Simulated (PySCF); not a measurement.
PySCF input file for C2F4, SMILES FC(F)=C(F)F (connectivity only; charge and spin as stated), charge +1, multiplicity 2, TDA-M06-2X/def2-SVPD. Coordinates come from a PBE0-D3(BJ)/def2-SVP optimisation. The multiplicity is an assumed one; other spin states were not compared.

```python
import numpy as np
from pyscf import gto, scf, dft, tdscf

mol = gto.M(
    atom='''
    F     0.00000000    1.08041751   -1.35036868
    C     0.00000000    0.00000000   -0.70975410
    F     0.00000000   -1.08041748   -1.35036872
    C     0.00000000   -0.00000000    0.70975410
    F     0.00000000   -1.08041751    1.35036868
    F     0.00000000    1.08041748    1.35036872
    ''',
    basis='def2-SVPD',
    charge=1,
    spin=1,
    max_memory=1600,
    verbose=4,
)
mf = dft.UKS(mol, xc='m06-2x').density_fit(auxbasis='def2-universal-jkfit')
mf.grids.level = 4
mf.conv_tol = 1e-9
mf.max_cycle = 100
mf.kernel()
fine, coarse = mf.grids, dft.Grids(mol).set(level=1).build(with_non0tab=True)
for _ in range(3):  # follow internal instabilities
    mf.grids = coarse
    mo, _, stable, _ = mf.stability(return_status=True, nroots=4)
    mf.grids = fine
    if stable:
        break
    mf.kernel(mf.make_rdm1(mo, mf.mo_occ))
mf.grids = dft.Grids(mol).set(level=2).build(with_non0tab=True)  # coarser grid for the response kernel
td = tdscf.TDA(mf)
td.nstates = 10
td.conv_tol = 1e-4
td.positive_eig_threshold = 1e-6
td.kernel(x0=td.get_init_guess(mf, 15))
td.analyze()
```

Log of the run:

```
PySCF version 2.14.0

[INPUT] verbose = 4
[INPUT] num. atoms = 6
[INPUT] num. electrons = 47
[INPUT] charge = 1
[INPUT] spin (= nelec alpha-beta = 2S) = 1
[INPUT] symmetry False subgroup None
[INPUT] Mole.unit = angstrom
[INPUT] Symbol           X                Y                Z      unit          X                Y                Z       unit  Magmom
[INPUT]  1 F      0.000000000000   1.080417510000  -1.350368680000 AA    0.000000000000   2.041693194085  -2.551826972390 Bohr   0.0
[INPUT]  2 C      0.000000000000   0.000000000000  -0.709754100000 AA    0.000000000000   0.000000000000  -1.341240864787 Bohr   0.0
[INPUT]  3 F      0.000000000000  -1.080417480000  -1.350368720000 AA    0.000000000000  -2.041693137393  -2.551827047979 Bohr   0.0
[INPUT]  4 C      0.000000000000   0.000000000000   0.709754100000 AA    0.000000000000   0.000000000000   1.341240864787 Bohr   0.0
[INPUT]  5 F      0.000000000000  -1.080417510000   1.350368680000 AA    0.000000000000  -2.041693194085   2.551826972390 Bohr   0.0
[INPUT]  6 F      0.000000000000   1.080417480000   1.350368720000 AA    0.000000000000   2.041693137393   2.551827047979 Bohr   0.0

nuclear repulsion = 249.757117081022
number of shells = 52
number of NR pGTOs = 192
number of NR cGTOs = 132
basis = def2-SVPD
ecp = {}


[settings echo left out]
init E= -476.413160045069
  alpha nocc = 24  HOMO = -0.170546418480842  LUMO = 0.0186439340082805
  beta  nocc = 23  HOMO = -0.481876509498478  LUMO = -0.170546418480841

WARN: HOMO -0.170546418480842 >= LUMO -0.170546418480841

cycle= 1 E= -474.436484833972  delta_E= 1.98  |g|= 0.718  |ddm|= 2.08
  alpha nocc = 24  HOMO = -0.71821356688166  LUMO = -0.353967803580949
  beta  nocc = 23  HOMO = -0.830520246916677  LUMO = -0.53704270643729
  HOMO = -0.718213566882  LUMO = -0.537042706437  gap/eV = 4.92991
cycle= 2 E= -474.398779715469  delta_E= 0.0377  |g|= 0.875  |ddm|=  1.2
  alpha nocc = 24  HOMO = -0.638291219909867  LUMO = -0.226381779145138
  beta  nocc = 23  HOMO = -0.845132257011648  LUMO = -0.433487778927251
  HOMO = -0.63829121991  LUMO = -0.433487778927  gap/eV = 5.57299
cycle= 3 E= -474.652041408748  delta_E= -0.253  |g|= 0.102  |ddm|= 0.656
  alpha nocc = 24  HOMO = -0.612951603876673  LUMO = -0.196248214358365
  beta  nocc = 23  HOMO = -0.815480272350058  LUMO = -0.404100595086748
  HOMO = -0.612951603877  LUMO = -0.404100595087  gap/eV = 5.68313
cycle= 4 E= -474.655044158227  delta_E= -0.003  |g|= 0.0102  |ddm|= 0.0801
  alpha nocc = 24  HOMO = -0.614651452041038  LUMO = -0.195454143481981
  beta  nocc = 23  HOMO = -0.817116369292885  LUMO = -0.402688843997063
  HOMO = -0.614651452041  LUMO = -0.402688843997  gap/eV = 5.76780
cycle= 5 E= -474.655105029636  delta_E= -6.09e-05  |g|= 0.00149  |ddm|= 0.0174
  alpha nocc = 24  HOMO = -0.614601755234752  LUMO = -0.195272934249958
  beta  nocc = 23  HOMO = -0.817047133073266  LUMO = -0.402397984365746
  HOMO = -0.614601755235  LUMO = -0.402397984366  gap/eV = 5.77436
cycle= 6 E= -474.655106902999  delta_E= -1.87e-06  |g|= 0.000388  |ddm|= 0.00301
  alpha nocc = 24  HOMO = -0.614729624223307  LUMO = -0.195372357230482
  beta  nocc = 23  HOMO = -0.817143188995695  LUMO = -0.402493227750242
  HOMO = -0.614729624223  LUMO = -0.40249322775  gap/eV = 5.77525
cycle= 7 E= -474.655107053528  delta_E= -1.51e-07  |g|= 0.000112  |ddm|= 0.000738
  alpha nocc = 24  HOMO = -0.614721978218728  LUMO = -0.195372897480191
  beta  nocc = 23  HOMO = -0.817131847940117  LUMO = -0.402483358527239
  HOMO = -0.614721978219  LUMO = -0.402483358527  gap/eV = 5.77531
cycle= 8 E= -474.655107069734  delta_E= -1.62e-08  |g|= 3.81e-05  |ddm|= 0.000208
  alpha nocc = 24  HOMO = -0.614715258391822  LUMO = -0.195375322433864
  beta  nocc = 23  HOMO = -0.817125663261232  LUMO = -0.40248170289528
  HOMO = -0.614715258392  LUMO = -0.402481702895  gap/eV = 5.77517
cycle= 9 E= -474.655107071962  delta_E= -2.23e-09  |g|= 7.88e-06  |ddm|= 9.51e-05
  alpha nocc = 24  HOMO = -0.614715254154061  LUMO = -0.195378376102965
  beta  nocc = 23  HOMO = -0.817125866768323  LUMO = -0.402483781128415
  HOMO = -0.614715254154  LUMO = -0.402483781128  gap/eV = 5.77511
cycle= 10 E= -474.655107072064  delta_E= -1.02e-10  |g|= 1.88e-06  |ddm|= 2.21e-05
  alpha nocc = 24  HOMO = -0.614715081656168  LUMO = -0.195378407290485
  beta  nocc = 23  HOMO = -0.817125790664381  LUMO = -0.402483719329132
  HOMO = -0.614715081656  LUMO = -0.402483719329  gap/eV = 5.77511
Extra cycle  E= -474.655107072069  delta_E= -5.46e-12  |g|= 8.3e-07  |ddm|= 3.44e-06
converged SCF energy = -474.655107072069  <S^2> = 0.75206771  2S+1 = 2.0020666
tot grids = 31560
uhf_internal: lowest eigs of H = [0.4295036  0.46719143 0.5004171  0.50469125]
<class 'pyscf.df.df_jk.DFUKS'> wavefunction is stable in the internal stability analysis
tot grids = 68832
Overwritten attributes  positive_eig_threshold  of <class 'pyscf.tdscf.uks.TDA'>


******** <class 'pyscf.tdscf.uks.TDA'> for <class 'pyscf.df.df_jk.DFUKS'> ********
nstates = 10
deg_eia_thresh = 1.000e-03
wfnsym = None
conv_tol = 0.0001
eigh lindep = 1e-12
eigh level_shift = 0
eigh max_cycle = 100


Excitation energies (eV)
[6.11321226 6.28522819 6.82587889 7.38543857 7.56961377 7.72395768
 8.36726151 8.38261173 8.46377035 9.25050837]

** Excitation energies and oscillator strengths **
Excited State   1:      6.11321 eV    202.81 nm  f=0.2318
      24a ->   25a     -0.98013
Excited State   2:      6.28523 eV    197.26 nm  f=0.0009
      18b ->   25b      0.13132
      23b ->   24b     -0.98596
Excited State   3:      6.82588 eV    181.64 nm  f=0.0000
      19b ->   25b     -0.20728
      22b ->   24b      0.97596
Excited State   4:      7.38544 eV    167.88 nm  f=0.0000
      19b ->   24b      0.96502
      22b ->   25b     -0.25089
Excited State   5:      7.56961 eV    163.79 nm  f=0.0000
      19a ->   25a     -0.15650
      20b ->   25b      0.16727
      21b ->   24b     -0.96176
Excited State   6:      7.72396 eV    160.52 nm  f=0.0736
      20a ->   25a     -0.17207
      20b ->   24b     -0.95421
      21b ->   25b      0.17587
Excited State   7:      8.36726 eV    148.18 nm  f=0.0000
      18b ->   24b      0.95267
      23b ->   25b     -0.28134
Excited State   8:      8.38261 eV    147.91 nm  f=0.0000
      24a ->   28a     -0.94295
      24a ->   30a      0.31166
Excited State   9:      8.46377 eV    146.49 nm  f=0.0244
      24a ->   26a      0.97042
      24a ->   31a     -0.14651
      24a ->   37a     -0.12117
Excited State  10:      9.25051 eV    134.03 nm  f=0.0979
      15a ->   25a     -0.13488
      16b ->   25b     -0.19481
      17b ->   24b      0.95696

** Transition electric dipole moments (AU) **
state          X           Y           Z        Dip. S.      Osc.
  1         0.0000     -0.0000      1.2440      1.5474      0.2318
  2         0.0744      0.0000      0.0000      0.0055      0.0009
  3         0.0000      0.0000      0.0000      0.0000      0.0000
  4         0.0000      0.0000      0.0000      0.0000      0.0000
  5        -0.0000     -0.0000     -0.0000      0.0000      0.0000
  6         0.0000      0.6236     -0.0000      0.3889      0.0736
  7         0.0000      0.0000      0.0000      0.0000      0.0000
  8        -0.0000      0.0000      0.0000      0.0000      0.0000
  9         0.3431     -0.0000     -0.0000      0.1177      0.0244
 10         0.0000      0.0000      0.6574      0.4322      0.0979

** Transition velocity dipole moments (imaginary part, AU) **
state          X           Y           Z        Dip. S.      Osc.
  1        -0.0000     -0.0000      0.1065      0.0113      0.0337
  2        -0.0276     -0.0000      0.0000      0.0008      0.0022
  3        -0.0000      0.0000      0.0000      0.0000      0.0000
  4        -0.0000      0.0000     -0.0000      0.0000      0.0000
  5        -0.0000      0.0000     -0.0000      0.0000      0.0000
  6         0.0000      0.0173     -0.0000      0.0003      0.0007
  7         0.0000      0.0000     -0.0000      0.0000      0.0000
  8        -0.0000      0.0000      0.0000      0.0000      0.0000
  9         0.0023      0.0000      0.0000      0.0000      0.0000
 10         0.0000      0.0000      0.1160      0.0135      0.0264

** Transition magnetic dipole moments (imaginary part, AU) **
state          X           Y           Z
  1        -0.0000     -0.0000     -0.0000
  2         0.0000     -0.0000     -0.0000
  3         0.0000     -0.0000     -0.0000
  4        -0.0000     -0.0000      0.4881
  5        -0.0288     -0.0000     -0.0000
  6         0.0000      0.0000     -0.0000
  7         0.0000     -0.7789      0.0000
  8         0.0000      0.0000      0.7051
  9         0.0000     -0.0000      0.0000
 10        -0.0000      0.0000      0.0000
```

Self-consistency was reached.

Cost: around 4 core-minutes (rough).
